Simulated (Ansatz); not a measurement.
A made-up structure of AlH2S (charge -1), closed shell:

```xyz
4
angstrom
Al -0.0322 0.0041 -0.0364
S 1.3464 -0.1712 1.5222
H 2.3959 -0.7106 2.1985
H 0.0404 1.0878 -1.2469
```

It is relaxed with PBE-D4/def2-SVPD and then PBE0-D4/def2-TZVPD (Ansatz 0.2.0). Atoms count as bonded within 1.22 times the sum of their covalent radii (H–H: 0.88 Å). The end point is not checked to be a true minimum.

(1) Does its bonding change? (A judgement: the text doesn't fix the answer.)

## Answers

(1) The calculation gives: No: no bond forms or breaks.

Where it ends: The first stage lowers the energy by 1.57 eV in 10 steps. It ends as AlH₂S ([AlH][SH]), total charge -1:
Al1  (-0.385, 0.057, 0.078)
S2  (1.078, -0.605, 1.804)
H3  (2.234, -0.085, 1.361)
H4  (0.823, 0.843, -0.805)
(Å)

Labels in which every atom is bracketed show which atoms are joined, not bond orders.

For scale, one of the runs: PBE0-D4/def2-TZVPD relaxation, 107 basis functions, launched by `ansatz run in.yaml --threads 2 --pin off --events-out ev --progress --plain --max-ram 4352MiB`. Hardware: 2 CPU threads of an Arm Neoverse V2, shared host. Wall time about 7.5 s.
